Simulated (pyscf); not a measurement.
Structures and frequencies: ωB97X-D3(BJ)/def2-SVP in PySCF. Correlated levels are frozen-core, on RHF or UHF. ΔMP2 is the change of the MP2 total energy from the triple- to the quadruple-zeta basis.

Question: How much does it cost (ΔH, 298 K, CCSD(T)/def2-TZVPP + ΔMP2(QZVPP)) to split F–Ga(Cl)–SeH (SMILES [F][Ga]([Cl])[SeH]) at its F–Ga bond into F• + [Cl–Ga–SeH]•?

Answer: F–Ga to F• + [Cl–Ga–SeH]•: 5.46 eV. The radicals are drawn with the spin at the cut bond; how far it spreads was not checked. Other isomers of [Cl–Ga–SeH]• were not searched in full and may lie lower. The CCSD(T) − MP2 part came from Ansatz, without density fitting, on the same reference. The frozen core leaves the outer d or s,p core shells of the metals and heavy elements correlated in the MP2 and CC values, and def2-TZVPP describes them poorly, which can shift differences by a few kcal/mol. Left out: the spin-orbit lowering of F. Elements up to Kr have no core potential and no relativistic terms here.
